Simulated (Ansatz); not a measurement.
# SiH₄ (triplet): wave-function methods side by side at scale of all distances = 2.020, 6-31G

Aim: climb from Hartree-Fock through coupled cluster and multireference methods for SiH₄ (triplet) at one geometry and basis, and see what each rung misses.

The runs use Ansatz 0.2.0, Gaussian basis; 6-31G, core rule «outside noble gas», up to 5 orbitals frozen.

The runs, in order: UHF; CCSD(T) on ROHF; CCSD(T) on UHF; BCCD(T) on ROHF; CISD; CCSDT(Q) on ROHF; CCSDT(Q) on UHF; CISDTQ; CCSDTQ on ROHF; CCSDTQ on UHF; CASSCF and MRCISD+Q, 4 electrons in 4 orbitals; CASSCF and NEVPT2, 4 electrons in 4 orbitals; CASSCF and MRCISD+Q, 8 electrons in 8 orbitals; CASSCF and NEVPT2, 8 electrons in 8 orbitals; Full CI.

14 further runs of the same task are left out: 12 that didn't finish, 2 set aside as unsound or not needed.

### Step 1. The system

The geometry derives from a PBE0/def2-TZVP stationary point (not a proven minimum). All distances are scaled together.

5 atoms, charge 0, spin multiplicity 3.

Atoms are counted from 1 here; the program's logs count them from 0.

No contacts short enough for the rule that draws bonds.

### Step 2. UHF

File in.yaml:

```yaml
crystal:
  periodic: [false, false, false]
  atoms:
    - {symbol: Si, position_ang: [0.000000, 0.000000, 0.000000]}
    - {symbol: H, position_ang: [-0.023281, 2.191916, 2.176703]}
    - {symbol: H, position_ang: [-0.033324, -2.176817, 2.191674]}
    - {symbol: H, position_ang: [0.033324, 2.176817, -2.191674]}
    - {symbol: H, position_ang: [0.023281, -2.191916, -2.176703]}
basis:
  gaussian: {orbitals: 6-31G}
magnetization: {spin_polarized: true, initial_magnetization: 2}
hamiltonian: {xc: hf}
output: {orbitals: {seedname: orbitals}}
```

Started as:

```sh
ansatz run in.yaml --threads 1 --pin off --events-out ev --progress --plain --max-ram 2393MiB
```

Further steps of the session: CCSD(T) on ROHF; CCSD(T) on UHF; BCCD(T) on ROHF; CISD; CCSDT(Q) on ROHF; CCSDT(Q) on UHF; CISDTQ; CCSDTQ on ROHF; CCSDTQ on UHF; CASSCF and MRCISD+Q, 4 electrons in 4 orbitals; CASSCF and NEVPT2, 4 electrons in 4 orbitals; CASSCF and MRCISD+Q, 8 electrons in 8 orbitals; CASSCF and NEVPT2, 8 electrons in 8 orbitals; Full CI.

**Question.** What will the summary of the whole plan be? Wanted: FCI below the RHF energy; RMP2 from FCI; UMP2 from FCI; RCCSD from FCI; RCCSD(T) from FCI; UCCSD(T) from FCI; RCCSDT(Q) from FCI; UCCSDT(Q) from FCI; NEVPT2 valence from FCI.

The runs gave:

| quantity | value |
| --- | --- |
| FCI below the RHF energy | -5.3331 eV |
| RMP2 from FCI | +63.56 kcal/mol |
| UMP2 from FCI | +14.69 kcal/mol |
| RCCSD from FCI | -27.98 kcal/mol |
| RCCSD(T) from FCI | -42.75 kcal/mol |
| UCCSD(T) from FCI | +1.34 kcal/mol |
| RCCSDT(Q) from FCI | +49.48 kcal/mol |
| UCCSDT(Q) from FCI | +0.54 kcal/mol |
| NEVPT2 valence from FCI | +3.05 kcal/mol |
| MRCISD+Q valence from FCI | +0.26 kcal/mol |
| levels within 1 kcal/mol (43 meV) | BCCD(T), UCCSDT, UCCSDT(Q), RCCSDTQ, UCCSDTQ, MRCISD valence, MRCISD+Q valence |
| T1 diagnostic | 0.082 |
| effectively unpaired electrons | 4.08 |

**Reading.** RCCSD(T) misses by -42.75 kcal/mol, 34.8 % of the correlation energy. CCSD(T) misses by -42.75 kcal/mol on the restricted determinant and by +1.34 kcal/mol on the unrestricted one; the two need not hold the same state or core. RCCSD, RCCSD(T), RCCSDT fall below full CI, which methods that aren't variational can do. With 4.1 effectively unpaired electrons against 2 the state is strongly multireference. Of the multireference levels listed MRCISD+Q valence comes nearest in total energy (+0.26 kcal/mol), which doesn't show that its space is the better one. Coupled cluster took another determinant than the lowest Hartree-Fock one. These misses are within one basis, not against nature; the frozen cores of restricted and unrestricted runs differ, which can shift their rows.
